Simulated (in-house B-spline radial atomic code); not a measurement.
**Functionals against ionisation energies along an isoelectronic series: Li to F⁶⁺**

Ionisation energies as differences of self-consistent total energies from an all-electron radial atomic-structure program (B-spline basis): all electrons, radial basis limit, scalar-relativistic (one-electron X2C), spin-polarised at highest spin, spherical densities; exact exchange is averaged over the determinants of each configuration. No spin-orbit coupling, Breit or QED terms. NIST's values run from ground level to ground level, so in open shells the differences also hold multiplet and fine-structure energies that spherical high-spin averages miss. Columns give computed minus NIST, in eV; a star marks a semi-empirical value. Species are left out where the tabulated value is theory, is uncertain by more than 0.12 eV, or (13 ions, such as In⁴⁺, Te⁴⁺ and Bi⁴⁺) lies off its series for all methods alike, which flatters the means a little.

```tsv
species	shell	NIST (eV)	RPBE	PBE0	CAM-B3LYP	r2SCAN0	OLYP
Li	2s	5.39	+0.26	+0.18	+0.21	+0.02	+0.18
Be⁺	2s	18.21	+0.36	+0.25	+0.40	+0.02	+0.37
B²⁺	2s	37.93	?	?	?	?	?
C³⁺	2s	64.49	+0.56	+0.38	+0.65	-0.03	+0.67
N⁴⁺	2s	97.89	+0.66	+0.44	+0.73	-0.06	+0.80
O⁵⁺	2s	138.12*	+0.76	+0.50	+0.81	-0.09	+0.92
F⁶⁺	2s	185.19	+0.87	+0.57	+0.88	-0.13	+1.02
```

(1) What are the differences for B²⁺ ([He] 2s1)?

(2) How do the methods rank, and which species is hardest?

## Answers

(1) RPBE +0.46; PBE0 +0.31; CAM-B3LYP +0.54; r2SCAN0 0.00; OLYP +0.53 eV.

(2) Mean absolute (signed) differences: r2SCAN0 0.05 (-0.04) eV; PBE0 0.37 (+0.37) eV; RPBE 0.56 (+0.56) eV; CAM-B3LYP 0.60 (+0.60) eV; OLYP 0.64 (+0.64) eV. For F⁶⁺, which loses a 2s electron, the nearest method is off by -0.13 eV, the largest such miss.
